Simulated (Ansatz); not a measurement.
## Changing the shape of MgH2, singlet

Calculated in Ansatz's Gaussian-basis code. Basis cc-pV(T+d)Z on Mg, cc-pVTZ on H, nonrelativistic, 1 orbital frozen in the corrections; active space CAS(4,6). Restricted Hartree–Fock, then the lowest state-specific CASSCF solution met for each case. Single-reference values can break down or jump between states where bonds are stretched. Unlike active orbitals can shift such differences by tenths of an eV, at times by over 1 eV.

Case A. A bond is stretched, to 1.78 times the sum of the covalent radii.

```xyz
3

Mg    0.0000    0.0000    0.0000
H     0.0000    0.0000    3.0600
H     0.0000    0.0000   -1.7000
```

Case B. A bond is stretched, to 2.27 times the sum of the covalent radii.

| atom | x (Å) | y (Å) | z (Å) |
| --- | --- | --- | --- |
| Mg | 0.0000 | 0.0000 | 0.0000 |
| H | 0.0000 | 0.0000 | 3.9100 |
| H | 0.0000 | 0.0000 | -1.7000 |

Case C:

```xyz
3

Mg    0.0000    0.0000    0.0000
H     0.0000    0.0000    1.9550
H     0.0000    0.0000   -1.7000
```

Case D:

| atom | x (Å) | y (Å) | z (Å) |
| --- | --- | --- | --- |
| Mg | 0.0000 | 0.0000 | 0.0000 |
| H | 0.0000 | 0.0000 | 1.5300 |
| H | 0.0000 | 0.0000 | -1.7000 |

Case E. A bond is stretched, to 1.38 times the sum of the covalent radii.

```xyz
3

Mg    0.0000    0.0000    0.0000
H     0.0000    0.0000    2.3800
H     0.0000    0.0000   -1.7000
```

Case F:

```xyz
3

Mg    0.0000    0.0000    0.0000
H     0.0000    0.0000    1.7000
H     0.0000    0.0000   -1.7000
```

Energy less that of case A, in eV:

```
case  RHF/ROHF  CASSCF
   B    +1.452  +0.625
   C    -2.416  -1.743
   D    -2.456  -1.700
   E    -1.525  -1.053
   F    -2.645  -1.904
```

(1) What does SC-NEVPT2 give for these differences?

(2) Which case is lowest, and do the methods agree?

Answers

(1) B: +0.680 eV; C: -1.971 eV; D: -2.041 eV; E: -1.160 eV; F: -2.208 eV.

(2) F is lowest in SC-NEVPT2. Of the methods shown, RHF/ROHF, CASSCF agree.
